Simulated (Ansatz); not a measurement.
A made-up structure of CHOSi (charge -1), closed shell:

C1  (-0.359, -0.044, -0.410)
Si2  (0.204, 1.036, 0.470)
O3  (-0.788, -0.669, -1.035)
H4  (0.943, -0.324, 0.976)
(Å)

It is relaxed with PBE-D4/def2-SVPD and then PBE0-D4/def2-TZVPD (Ansatz 0.2.0). Atoms count as bonded within 1.22 times the sum of their covalent radii (H–H: 0.88 Å). The end point is not checked to be a true minimum.

(1) Does its bonding change? (A judgement: the text doesn't fix the answer.)

Answers

(1) The calculation gives: No: no bond forms or breaks.

Where it ends: The first stage lowers the energy by 5.33 eV in 8 steps. It ends as CHOSi ([O][C][SiH]), total charge -1:
```
4
angstrom
C -0.4277 -0.0985 -0.4998
Si 0.3319 1.0461 0.6145
O -0.9900 -0.7764 -1.2851
H 1.0857 -0.1713 1.1703
```

Labels in which every atom is bracketed show which atoms are joined, not bond orders.

For scale, one of the runs: PBE0-D4/def2-TZVPD relaxation, 129 basis functions, launched by `ansatz run in.yaml --threads 2 --pin off --events-out ev --progress --plain --max-ram 4352MiB`. Hardware: 2 CPU threads of an Arm Neoverse V1, shared host. Wall time about 13 s.
